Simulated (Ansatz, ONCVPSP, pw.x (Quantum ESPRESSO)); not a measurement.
# What a changed setting does to a pw.x run (bcc Ti)

Potential: optimised norm-conserving Vanderbilt (ONCV), ONCVPSP 4.0.1.1 (patched build), LDA (Perdew-Wang 92); core [Ne], reference 3s2 3p6 3d2 4s2; waves: 3s+4s: rc 1.65 bohr, ncon 4, nbas 7, qcut 5.7 1/bohr, 2 projectors; 3p: rc 1.35 bohr, ncon 4, nbas 9, qcut 12.8 1/bohr, 1 projector; 3d: rc 2.50 bohr, ncon 5, nbas 10, qcut 7.6 1/bohr, 2 projectors, debl 1.9 Ha; local part: polynomial inside 0.85 bohr (lpopt 5, dvloc0 3 Ha); core correction: polynomial model core, fcfact 0.6.

The reference run (k-mesh 15³, cutoffs 105/420 Ry, Fermi–Dirac 0.01 Ry, mixing_beta 0.4, conv_thr 1e-9, no spin) gives -0.05 GPa at 15.920 Å³/atom, where all-electron LAPW gives 0.34 GPa. This run, with its own iteration cap, changes ecutrho/ecutwfc to 6.

```
&control
  calculation='scf', prefix='x', pseudo_dir='./', outdir='./tmp', tstress=.true., disk_io='none'
/
&system
  ibrav=0, nat=1, ntyp=1, ecutwfc=105, ecutrho=630, nbnd=14,
  occupations='smearing', smearing='fd', degauss=0.01
/
&electrons
  conv_thr=1e-09, mixing_beta=0.4, electron_maxstep=60
/
ATOMIC_SPECIES
Ti 1.0 Ti.UPF
CELL_PARAMETERS angstrom
  -1.58475096 1.58475096 1.58475096
  1.58475096 -1.58475096 1.58475096
  1.58475096 1.58475096 -1.58475096
ATOMIC_POSITIONS crystal
Ti 0.0000 0.0000 0.0000
K_POINTS automatic
15 15 15 0 0 0
```

```bash
pw.x < Ti.scf.in > Ti.scf.out
```

Problem. How does the run end?

Solution. It converges in 7 iterations; the free energy moves by +1.4 meV/atom and the pressure by -0.26 GPa.

```
Message from routine setup:
     using ibrav=0 with symmetry is DISCOURAGED, use correct ibrav instead
     lattice parameter (alat)  =       5.1871  a.u.
     unit-cell volume          =     107.4335 (a.u.)^3
     number of electrons       =        12.00
     number of Kohn-Sham states=           14
     kinetic-energy cutoff     =     105.0000  Ry
     charge density cutoff     =     630.0000  Ry
     scf convergence threshold =      1.0E-09
     Exchange-correlation= SLA  PW   NOGX NOGC
     number of k points=   120  Fermi-Dirac smearing, width (Ry)=  0.0100
     iteration #  1     ecut=   105.00 Ry     beta= 0.40
     total energy              =    -129.02234987 Ry
     estimated scf accuracy    <       0.02410341 Ry
     iteration #  2     ecut=   105.00 Ry     beta= 0.40
     total energy              =    -129.02558507 Ry
     estimated scf accuracy    <       0.00065703 Ry
     iteration #  3     ecut=   105.00 Ry     beta= 0.40
     total energy              =    -129.02570503 Ry
     estimated scf accuracy    <       0.00005606 Ry
     iteration #  4     ecut=   105.00 Ry     beta= 0.40
     total energy              =    -129.02570851 Ry
     estimated scf accuracy    <       0.00000642 Ry
     iteration #  5     ecut=   105.00 Ry     beta= 0.40
     total energy              =    -129.02570869 Ry
     estimated scf accuracy    <       0.00000062 Ry
     iteration #  6     ecut=   105.00 Ry     beta= 0.40
     total energy              =    -129.02570880 Ry
     estimated scf accuracy    <          1.5E-09 Ry
     iteration #  7     ecut=   105.00 Ry     beta= 0.40
     the Fermi energy is    14.2935 ev
!    total energy              =    -129.02570880 Ry
     estimated scf accuracy    <          1.8E-10 Ry
     smearing contrib. (-TS)   =      -0.00918250 Ry
     The total energy is F=E-TS. E is the sum of the following terms:
     one-electron contribution =     -35.48299434 Ry
     hartree contribution      =      22.69269934 Ry
     xc contribution           =     -28.73137515 Ry
     ewald contribution        =     -87.49485615 Ry
     convergence has been achieved in   7 iterations
          total   stress  (Ry/bohr**3)                   (kbar)     P=       -3.14
     Message from routine punch:
     Nothing written, as per user request (disk_io='none')
```

The run took about 66 s on one core of a shared host (Neoverse-N1, 64 threads, 124 GiB, load 59).
